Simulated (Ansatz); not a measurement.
fcc Pd

The numbers are results of LDA (Ansatz, a program for electronic structure, PAW), not measurements.

Numerical settings: plane-wave cutoff 500 eV, 20×20×1 k mesh (along the axes of the cell as run), Fermi–Dirac smearing 0.1 eV, scalar-relativistic PAW data made under PBE.

Cell: relaxed at this level.

- surface energy of the (100) face = 2.16 J/m²
- work function of the (100) face = 5.51 eV

The slab of 8 atoms is relaxed and unreconstructed.

The computed numbers hold no vibrational or temperature effects.
